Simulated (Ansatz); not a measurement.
Geometry optimisation, RKS PBE/cc-pVDZ in Ansatz 0.2.0.

The input (input.yaml):

```yaml
crystal:
  periodic: [false, false, false]
  atoms:
    - { symbol: B, position_ang: [0.0, 0.0, 0.0] }
    - { symbol: H, position_ang: [0.0, 0.0, 1.19] }
    - { symbol: Cl, position_ang: [1.6108, 0.0, -0.93] }
    - { symbol: C, position_ang: [-1.3856, 0.0, -0.8] }
    - { symbol: H, position_ang: [-1.9458, -0.9305, -0.5708] }
    - { symbol: H, position_ang: [-1.9898, 0.8797, -0.4946] }
    - { symbol: H, position_ang: [-1.1839, 0.0508, -1.8903] }
basis:
  gaussian: { orbitals: cc-pVDZ }
hamiltonian:
  xc: pbe
relax:
  f_tol: 0.02
  max_steps: 40
```

Launched with:

```bash
$ ansatz run input.yaml --threads 1 --pin off --max-ram 2048MiB --backend cpu --events-out ev --progress --plain --runs-dir out
```

Question: Where does it end, and by what steps?

Answer: It converged. After 4 steps the energy has fallen by 0.143 eV; Cl3 moved furthest, 0.09 Å.

```
step  energy less start (eV)  largest force component (eV/Å)  accepted
   0                  0.0000                           1.578       yes
   1                 -0.1186                           0.798       yes
   2                 -0.1418                           0.191       yes
   3                 -0.1430                           0.045       yes
   4                 -0.1432                           0.014       yes
```

```xyz
7
Properties=species:S:1:pos:R:3
B -0.007 0.000 -0.031
H 0.040 -0.013 1.182
Cl 1.564 0.005 -0.854
C -1.344 0.007 -0.828
H -1.929 -0.900 -0.548
H -1.977 0.858 -0.488
H -1.242 0.043 -1.929
```

Whether the end is a true minimum wasn't checked by a vibrational analysis.

The run took 9.4 s on 1 thread of Arm Neoverse V1, with other jobs on the host, peak memory 0.13 GiB.
